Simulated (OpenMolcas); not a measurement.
**AlH3 (SMILES [AlH3]) at 6 levels**

We compute a comparison of 6 runs (B2PLYP/3-21G, B3LYP/3-21G, PBE/3-21G, SVWN5/3-21G, MP2/3-21G, ACPF/3-21G) of AlH3. 

Program for the calculation: OpenMolcas 26.06.

1 further run of the same task is left out (set aside as unsound or not needed).

### 1 Starting point

The species is AlH3 (4 atoms), meant as a singlet with charge 0. SMILES: `[AlH3]`. The shape is that of a PBE0-D4/def2-TZVP optimisation.

Bond lengths: Al1–H2 1.586 Å, Al1–H3 1.586 Å, Al1–H4 1.586 Å. Angles: H2–Al1–H3 120.0°, H2–Al1–H4 120.0°, H3–Al1–H4 120.0°.

### 2 A single-point energy at B2PLYP/3-21G (run 1)

Contents of calc.inp:

```
&gateway
  baslib
  $CurrDir
  coord
  4
  bohr
  Al     0.02588925    -0.02796795    -0.00963760
  H      1.19657458     1.26781726     2.42565245
  H     -2.53374479    -1.57225214     0.19861022
  H      1.41616076     0.21864131    -2.65298651
  basis
  3-21G
  group
  NoSym

&seward
  gridinput
  Grid=UltraFine
  End of Grid

&scf
  ksdft
  B2PLYP_SCF
  thresholds
  1e-10 1e-07 1e-07 1e-05
  prorbitals
  1 1

&mbpt2
  frozen
  5
```

The basis set 3-21G is read from a file made from the Basis Set Exchange's data (not shown).

The run is started by

```bash
export MOLCAS_MEM=1860
pymolcas calc.inp > calc.log
```

Output:

```text
--- Start Module: gateway ---
[...]
--- Stop Module: gateway /rc=_RC_ALL_IS_WELL_ ---
[...]
      Basis functions           19
[...]
--- Start Module: scf ---
[...]
       Convergence after   9 Iterations
[...]
::    Total KS-DFT energy                            -242.6840174245
[...]
      Total spin, S                                     0.0000000000
[...]
      Total electronic charge=   16.000000
      Total            charge=   -0.000000
[...]
      Dipole Moment (debye):
      Origin of the operator (angstrom)=    0.0137   -0.0148   -0.0051
                   X= -1.2069E-03               Y=  1.7088E-03               Z= -1.3674E-04           Total=  2.0965E-03
      Quadrupole Moment (debye*angstrom):
[...]
--- Stop Module: scf /rc=_RC_ALL_IS_WELL_ ---
[...]
--- Start Module: mbpt2 ---
[...]
 ###    WARNING: MP2 implementation intended for RHF references only         ###
 ###############################################################################
MBPT2 WARNING: Reference function according to RunFile:KS-DFT
I'll assume you know what you're doing and continue
WARNING!
Default frozen orbitals as non valence orbitals is overwritten by user input.
Default values:   2
[...]
       Reference weight ( Cref**2 )         =        0.96405
::    Total MBPT2 energy                             -242.7380321069
[...]
      Total MBPT2 calculations                           0.02      0.04
--- Stop Module: mbpt2 /rc=_RC_ALL_IS_WELL_ ---
[...]
```

It took 3.6 s on 1 thread of Arm Neoverse V1, shared host; peak memory 0.37 GiB.

### 3 The energy at B3LYP/3-21G (run 2)

Contents of calc.inp:

```
* AlH3 Kohn-Sham DFT
>>> EXPORT MOLCAS_PRINT=2

&GATEWAY
 BasLib=$CurrDir
 Coord
 4
 bohr
 Al     0.02588925    -0.02796795    -0.00963760
 H      1.19657458     1.26781726     2.42565245
 H     -2.53374479    -1.57225214     0.19861022
 H      1.41616076     0.21864131    -2.65298651
 Basis=3-21G
 Group=NoSym

&SEWARD
 GridInput
 Grid=UltraFine
 End of Grid

&SCF
 KSDFT=B3LYP
 Thresholds=1e-10 1e-07 1e-07 1e-05
 PrOrbitals=1 1
```

The basis set 3-21G is read from a file made from the Basis Set Exchange's data (not shown).

The run is started by

```bash
export MOLCAS_MEM=1860
pymolcas calc.inp > calc.log
```

Output:

```text
--- Start Module: gateway ---
[...]
--- Stop Module: gateway /rc=_RC_ALL_IS_WELL_ ---
--- Start Module: seward ---
[...]
      Basis functions           19
--- Stop Module: seward /rc=_RC_ALL_IS_WELL_ ---
--- Start Module: scf ---
[...]
       Convergence after   8 Iterations
[...]
::    Total KS-DFT energy                            -242.8622600072
[...]
      Total spin, S                                     0.0000000000
[...]
      Total electronic charge=   16.000000
      Total            charge=   -0.000000
[...]
      Dipole Moment (debye):
      Origin of the operator (angstrom)=    0.0137   -0.0148   -0.0051
                   X= -1.1007E-03               Y=  1.5521E-03               Z= -1.1636E-04           Total=  1.9063E-03
      Quadrupole Moment (debye*angstrom):
[...]
--- Stop Module: scf /rc=_RC_ALL_IS_WELL_ ---
[...]
```

It took 3.6 s on 1 thread of Arm Neoverse V1, shared host; peak memory 0.37 GiB.

Runs 3 to 5 aren't shown in full; the table further down has their settings and results.

### 4 The energy at ACPF/3-21G (run 6)

Contents of calc.input:

```
>>> EXPORT MOLCAS_PRINT=2
&GATEWAY
BasLib=$CurrDir
Coord
4
bohr
Al     0.02588925    -0.02796795    -0.00963760
H      1.19657458     1.26781726     2.42565245
H     -2.53374479    -1.57225214     0.19861022
H      1.41616076     0.21864131    -2.65298651
Basis=3-21G
Group=NoSym
&SEWARD
&SCF
Thresholds=1e-10 1e-07 1e-07 1e-05
PrOrbitals=1 1
&MOTRA
Frozen=5
&GUGA
Electrons=6
Spin=1
Inactive=3
Active=0
CIAll=1
&CPF
ACPF
```

The basis set 3-21G is read from a file made from the Basis Set Exchange's data (not shown).

The run is started by

```bash
export MOLCAS_MEM=1860
pymolcas calc.input > calc.log
```

Output:

```text
--- Start Module: gateway ---
[...]
--- Stop Module: gateway /rc=_RC_ALL_IS_WELL_ ---
[...]
      Basis functions           19
[...]
       Convergence after   7 Iterations
[...]
::    Total SCF energy                               -242.2839582684
[...]
      Total spin, S                                     0.0000000000
[...]
      *** WARNING: Default frozen orbitals is overwritten by user input.
      *** Default values:   2
[...]
--- Start Module: guga ---
[...]
--- Stop Module: guga /rc=_RC_ALL_IS_WELL_ ---
--- Start Module: cpf ---
[...]
      Active orbitals                            0       0
[...]
      Spin quantum number                      0.0
[...]
     FINAL ACPF ENERGY        -242.34325562
     FINAL CORRELATION ENERGY   -0.05929735  REFERENCE ENERGY    -242.28395827
[...]
      Title:  ACPF natural orbitals
[...]
      Total electronic charge=   16.000000
      Total            charge=    0.000000
[...]
      Dipole Moment (debye):
      Origin of the operator (angstrom)=    0.0137   -0.0148   -0.0051
                   X= -1.1351E-03               Y=  1.6197E-03               Z= -1.4078E-04           Total=  1.9828E-03
      Quadrupole Moment (debye*angstrom):
[...]
--- Stop Module: cpf /rc=_RC_ALL_IS_WELL_ ---
[...]
```

It took 1.6 s on 1 thread of Arm Neoverse V1, shared host; peak memory 0.37 GiB.

### 5 The series

```tsv
run	level	frozen core orbitals	integration grid	energy (Eh)	dipole moment (D) of the reference	HOMO energy (eV)	LUMO energy (eV)	wall time
1	B2PLYP/3-21G	5	UltraFine	-242.698601	0.00	-9.72	-0.81	3.6 s
2	B3LYP/3-21G	–	UltraFine	-242.862260	0.00	-8.39	-2.03	3.6 s
3	PBE/3-21G	–	UltraFine	-242.680248	0.00	-7.34	-2.62	3.3 s
4	SVWN5/3-21G	–	UltraFine	-241.738108	0.00	-7.33	-2.79	3.3 s
5	MP2/3-21G	5	–	-242.325812	0.00	-11.63	0.85	1.6 s
6	ACPF/3-21G	5	–	-242.343256	0.00	-11.63	0.85	1.6 s
```

### 6 Results

| quantity | value |
| --- | --- |
| run 6: total energy | -242.34326 Eh |
| run 6: dipole moment (mean-field density) | 0.00 D |
| run 6: HOMO energy (Hartree–Fock orbitals) | -11.63 eV |
| run 6: LUMO energy (Hartree–Fock orbitals) | 0.85 eV |
| run 6: HOMO–LUMO gap (Hartree–Fock orbitals) | 12.48 eV |
| run 6: correlation energy (5 core orbitals frozen) | -59.3 mEh |

In words: Over runs 1, 2, 3, 4 the HOMO–LUMO gap runs from 4.55 eV (SVWN5/3-21G) to 8.91 eV (B2PLYP/3-21G). A double hybrid's value is that of its SCF part. For B2PLYP the log adds the whole second-order term; the table takes 0.27 of it, as the functional is defined. Totals of different functionals can't be ranked against each other. All runs together took 17 s, the longest 3.6 s.
